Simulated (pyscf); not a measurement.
A first-order saddle from PySCF, ωB97X-D3(BJ)/def2-SVP:

```xyz
18

Si     0.6885    -1.3130     0.7854
O     -0.7271    -0.9272     0.0940
C     -1.1886     1.0029    -0.6031
C     -2.2921     1.0319     0.2745
C      0.0863     1.7225    -0.3366
O      1.1099    -0.3764     2.1031
O      1.8781    -1.0423    -0.3502
O      0.7020    -2.8708     1.3766
H     -1.3230     0.5849    -1.6052
H     -1.7443    -0.1039     0.5461
H     -3.2871     0.8299    -0.1341
H     -2.2357     1.6948     1.1448
H      0.2672     1.8149     0.7438
H      0.9409     1.2172    -0.8046
H     -0.0191     2.7353    -0.7661
H      0.8847    -0.7766     2.9491
H      2.7697    -1.0540     0.0128
H      0.1600    -3.4803     0.8651
```

Surface: singlet, charge 0. Lowest wavenumbers (cm⁻¹): 1648i, 54, 62, 105, 179.

Name the species on either side of this saddle.

H₃C–CH(CH₃)–O–Si(OH)(OH)–OH (SMILES CC(C)O[Si](O)(O)O) ⇌ HO–Si(OH)(OH)–OH (SMILES O[Si](O)(O)O) + H₂C=CH–CH₃ (SMILES C=CC), an elimination read from left to right: C–O, C–H broken and H–O formed. At ωB97M-D3(BJ)/def2-TZVP it lies +261.2 kJ/mol from the left side and +190.7 kJ/mol from the right (each side as separated species at their lowest minima found). On the product side the descent ends in a complex, 22.5 kJ/mol under the separated species and 211.6 kJ/mol under the saddle at ωB97X-D3(BJ)/def2-TZVP. At ωB97X-D3(BJ) the barrier from the zero used here is 273.6 kJ/mol. This is the saddle that the search found; another between the same sides may lie lower.
